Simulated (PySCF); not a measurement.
**Static response to an electric field**

Methanimine, CH3N.
Cartesian coordinates in Å at the GFN2-xTB level; atoms count from 1:
```xyz
5
CH3N angstrom
C     -0.3882    0.0078   -0.1751
N      0.7362   -0.5328   -0.2214
H     -0.6150    1.0610   -0.3748
H     -1.2354   -0.6144    0.0873
H      1.5111    0.0812   -0.4716
```

Level: CAM-B3LYP/def2-SVPD (PySCF), static field, nuclei fixed, core orbitals frozen in the response. The polarisability tensor in these axes (au):

```
x   27.52 -2.36 -1.22
y   -2.36 21.30 -0.88
z   -1.22 -0.88 16.12
```

Question: Diagonalise the tensor; give its mean and Δα, where Δα² is half the sum of the squared differences of the eigenvalues.

Answer: Principal values 15.74, 20.82 and 28.38 au; mean 21.65 au = 3.21 Å³ = 3.57 × 10⁻⁴⁰ C²·m²/J; Δα = 11.02 au (51 % of the mean).

Question: What is the dipole moment, and where does it point?

Answer: (-0.68, 1.82, -0.30) D, 1.97 D in size, pointing from the negative to the positive side. Measured along this direction, the outermost atoms are N2 at the negative end and H3 at the positive end.

Question: Find the Langevin capture rate constant for NH4+ (18.034 u) meeting this molecule (29.027 u), k = 2.342 × 10⁻⁹ cm³/s × √(α in Å³ / reduced mass in u).

Answer: The reduced mass is 11.12 u, so k = 1.26 × 10⁻⁹ cm³/s. The formula leaves out the permanent dipole, which adds to the capture rate.

Question: Give the eigenvalues of the traceless quadrupole moment Θ = ½Σq(3rr − r²1), origin at the centre of nuclear charge.

Answer: -2.50, -1.24, 3.75 D·Å. The values depend on the origin, since the dipole doesn't vanish. The electronic extent ⟨r²⟩ about the same centre is 70 bohr², a root-mean-square distance of 1.10 Å for the 16 electrons.

Question: In TDDFT the mean static polarisability is Σ f/ω² over all singlet excitations (ω in hartree). How much of it do the 8 lowest give? Their energies (eV) and oscillator strengths: 5.02, 0.0021; 7.24, 0.0040; 8.25, 0.0676; 8.92, 0.2203; 9.19, 0.0505; 9.51, 0.2490; 9.58, 0.0001; 10.21, 0.0021.

Answer: They add up to 5.40 au, 24.9 % of the 21.65 au; the largest single term is 2.05 au, from the state at 8.92 eV. Terms in order: 0.06, 0.06, 0.74, 2.05, 0.44, 2.04, 0.00, 0.02 au. Higher excitations give the rest. The strengths listed sum to 0.596.

Question: What depolarisation ratio follows for Rayleigh scattering of linearly polarised light, taking the static tensor?

Answer: ρ = 3Δα²/(45ᾱ² + 4Δα²) = 364.1/(21088 + 485.4) = 0.0169.

Question: Give the principal axes and the span of the nuclei along them.

Answer: Largest value along (0.95, -0.31, -0.07), where the nuclei span 2.43 Å; middle along (0.28, 0.93, -0.25), 1.84 Å; least along (0.14, 0.21, 0.97), 0.00 Å. The response follows the extents in order.

Geometry: GFN2-xTB; no solvent, vibrations or thermal averaging.
